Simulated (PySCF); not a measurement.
# F2: bond curves at several levels of theory

One table from this session's results is given with a row withheld; the runs are named, their logs left out.

Computed with PySCF 2.14.0. Level: F x2c-TZVPPall, spin-free X2C with a Gaussian nucleus.

The first run:

A driver script around PySCF takes these settings:

```json
{
 "atoms": "F, F",
 "charge": "0",
 "basis": "F x2c-TZVPPall",
 "Hamiltonian": "spin-free X2C with a Gaussian nucleus",
 "basis functions": "62",
 "electrons treated": "18",
 "masses in u": "18.9984, 18.9984",
 "levels": "PBE0, PBE, r²SCAN, M06-2X, MN15, B97-3, revPBE, ωB97M-V, HF, MP2, SCS-MP2, CCSD, CCSD(T)",
 "grid": "80 radial by 434 angular points",
 "occupations": "held fixed by the projection of orbital angular momentum",
 "dissociation limit": "F + F, each in its ground configuration",
 "starting distance in angstrom": "1.230",
 "values of 2S to try": "0, 2"
}
```

Command:

```bash
$ OMP_NUM_THREADS=1 python dia.py task.json out
```

Among the steps run: Set-up; First curve: PBE0; Excited determinants; PBE; r²SCAN; M06-2X; MN15 (hybrid meta-GGA); B97-3; revPBE; ωB97M-V; RHF (mean field); Adding correlation.

One table of the session follows, with a row left open; its other results are not shown here.

It belongs to the step «The curves together». Energy (eV) from each level's lowest point:

```
R (Å)    RHF  RHF-MP2  RHF-SCS-MP2  RHF-CCSD  RHF-CCSD(T)
1.184  0.789    1.336        1.407       n/a          n/a
1.239  0.266    0.646        0.704     0.614        0.721
1.294  0.033    0.241        0.284     0.222        0.299
1.336      ?        ?            ?         ?            ?
1.377  0.059    0.003        0.018     0.000        0.026
1.418  0.188    0.000        0.000     0.002        0.000
1.473  0.444    0.077        0.055     0.085        0.040
1.542  0.853    0.261        0.210     0.271        0.168
1.625  1.420    0.554        0.465     0.562        0.378
1.735  2.222    0.982        0.837       n/a          n/a
```

**Question.** Estimate the row for R (Å) = 1.336.

Worked estimate for «RHF». A straight line through the neighbours (1.294, 0.033) and (1.377, 0.059) gives 0.033 + (0.059 − 0.033) × (1.336 − 1.294) / (1.377 − 1.294) = 0.046; a parabola fitted to 4 rows on both sides gives -0.005.

**Answer.** RHF: 0.000; RHF-MP2: 0.077; RHF-SCS-MP2: 0.106; RHF-CCSD: 0.066; RHF-CCSD(T): 0.119. In «RHF» the line misses by +0.046 and the parabola by -0.005.

State 2 has its PBE0 minimum 1.69 eV higher. The other levels ran on the lowest alone.
